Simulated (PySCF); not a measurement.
# Basis-set dependence of population analyses: `[O+]#CCC(F)F`

Species: C3H3F2O (charge +1).
Bonds: O1–C2 (triple), C2–C3, C3–C4, C4–F5, C4–F6. Hydrogens: H7, H8 on C3; H9 on C4.

PBE0 throughout (PySCF), one geometry, spherical d and f functions. The structure is a single PBE0-D3(BJ)/def2-SVP conformer in the gas phase; no vibrational or solvent corrections. Atoms taken as equivalent share a column and are averaged.

Mulliken charges (e):

```csv
basis,functions,O1,C2,C3,C4,F5/F6,H7/H8,H9
STO-3G,33,+0.070,+0.444,-0.187,+0.209,-0.045,+0.210,+0.135
6-31G,60,-0.041,+0.595,-0.557,+0.496,-0.244,+0.370,+0.256
pcSseg-0,60,-0.185,+0.593,-0.568,+0.587,-0.299,+0.427,+0.318
6-31G*,90,-0.064,+0.659,-0.620,+0.571,-0.254,+0.364,+0.233
def2-SVP,99,+0.187,+0.323,-0.204,+0.461,-0.157,+0.219,+0.110
cc-pVDZ,99,+0.164,+0.346,-0.173,+0.407,-0.131,+0.207,+0.103
pcSseg-1,117,-0.006,+0.543,-0.365,+0.564,-0.232,+0.282,+0.164
aug-cc-pVDZ,165,-0.066,+0.430,+0.096,+1.331,-0.381,+0.100,-0.230
"6-311+G(2d,p)",180,-0.004,+0.619,-0.346,+0.346,-0.204,+0.287,+0.219
def2-TZVP,204,+0.164,+0.277,-0.130,+0.250,-0.115,+0.256,+0.157
cc-pVTZ,222,+0.162,+0.386,-0.205,+0.341,-0.112,+0.215,+0.108
IGLO-III,240,-0.129,+0.598,-0.136,+0.329,-0.166,+0.250,+0.171
```

IAO charges (e):

```
        basis  functions      O1      C2      C3      C4   F5/F6   H7/H8      H9
       STO-3G         33  +0.115  +0.490  -0.338  +0.243  -0.074  +0.243  +0.152
        6-31G         60  +0.017  +0.623  -0.369  +0.427  -0.229  +0.280  +0.200
     pcSseg-0         60  +0.011  +0.630  -0.378  +0.433  -0.225  +0.279  +0.195
       6-31G*         90  -0.009  +0.654  -0.373  +0.492  -0.243  +0.271  +0.180
     def2-SVP         99   0.000  +0.654  -0.370  +0.489  -0.245  +0.269  +0.180
      cc-pVDZ         99  -0.003  +0.653  -0.375  +0.488  -0.243  +0.271  +0.182
     pcSseg-1        117  -0.007  +0.657  -0.368  +0.490  -0.249  +0.270  +0.186
  aug-cc-pVDZ        165  -0.006  +0.658  -0.373  +0.491  -0.252  +0.273  +0.187
6-311+G(2d,p)        180  -0.009  +0.662  -0.376  +0.490  -0.253  +0.274  +0.189
    def2-TZVP        204  -0.011  +0.664  -0.378  +0.498  -0.254  +0.274  +0.186
      cc-pVTZ        222  -0.011  +0.664  -0.379  +0.497  -0.252  +0.274  +0.186
     IGLO-III        240  -0.010  +0.663  -0.378  +0.494  -0.253  +0.275  +0.188
```

Hirshfeld charges (e):

| basis | functions | O1 | C2 | C3 | C4 | F5/F6 | H7/H8 | H9 |
| --- | --- | --- | --- | --- | --- | --- | --- | --- |
| STO-3G | 33 | +0.169 | +0.350 | +0.037 | +0.211 | -0.011 | +0.105 | +0.046 |
| 6-31G | 60 | +0.113 | +0.419 | +0.006 | +0.203 | -0.052 | +0.136 | +0.090 |
| pcSseg-0 | 60 | +0.109 | +0.423 | +0.005 | +0.204 | -0.045 | +0.131 | +0.086 |
| 6-31G* | 90 | +0.097 | +0.426 | +0.007 | +0.196 | -0.042 | +0.136 | +0.086 |
| def2-SVP | 99 | +0.096 | +0.438 | -0.009 | +0.196 | -0.040 | +0.136 | +0.086 |
| cc-pVDZ | 99 | +0.102 | +0.425 | -0.007 | +0.190 | -0.033 | +0.136 | +0.085 |
| pcSseg-1 | 117 | +0.094 | +0.436 | -0.008 | +0.200 | -0.042 | +0.137 | +0.089 |
| aug-cc-pVDZ | 165 | +0.093 | +0.431 | -0.015 | +0.195 | -0.041 | +0.142 | +0.094 |
| 6-311+G(2d,p) | 180 | +0.091 | +0.431 | -0.009 | +0.198 | -0.044 | +0.141 | +0.094 |
| def2-TZVP | 204 | +0.091 | +0.434 | -0.011 | +0.194 | -0.041 | +0.141 | +0.092 |
| cc-pVTZ | 222 | +0.092 | +0.433 | -0.013 | +0.192 | -0.038 | +0.140 | +0.091 |
| IGLO-III | 240 | +0.091 | +0.433 | -0.014 | +0.195 | -0.041 | +0.142 | +0.094 |

Some averages cover members that differ in this geometry, most widely: F5/F6, Mulliken in aug-cc-pVDZ -0.406 to -0.356; F5/F6, Hirshfeld in STO-3G -0.027 to +0.005; F5/F6, Mulliken in def2-SVP -0.173 to -0.142; F5/F6, Mulliken in cc-pVTZ -0.127 to -0.096 e.

**Question.** Which scheme is steadiest as the basis changes?

**Answer.** Largest range over the bases for any column: Hirshfeld 0.09 e, IAO 0.26 e, Mulliken 1.12 e. Hirshfeld charges move least and Mulliken charges most, counted in e. Without the minimal STO-3G basis the ranges are Hirshfeld 0.02, IAO 0.07, Mulliken 1.08 e.

**Question.** How much do the charges still move between the two largest bases, cc-pVTZ and IGLO-III?

**Answer.** At most, over all atoms: Mulliken 0.291 e, IAO 0.003 e, Hirshfeld 0.004 e.

**Question.** What do the same runs give for the total energy and the frontier levels?

**Answer.** 
```
        basis  energy (Eh)  HOMO (eV)  LUMO (eV)
       STO-3G    -385.0259     -11.98      -7.08
        6-31G    -390.1632     -15.67      -8.84
     pcSseg-0    -389.3556     -15.82      -9.10
       6-31G*    -390.2896     -15.46      -8.41
     def2-SVP    -390.0010     -15.65      -8.58
      cc-pVDZ    -390.3227     -15.52      -8.41
     pcSseg-1    -390.2599     -15.77      -8.60
  aug-cc-pVDZ    -390.3485     -15.72      -8.50
6-311+G(2d,p)    -390.4199     -15.77      -8.54
    def2-TZVP    -390.4613     -15.72      -8.49
      cc-pVTZ    -390.4431     -15.68      -8.45
     IGLO-III    -390.4653     -15.74      -8.51
```
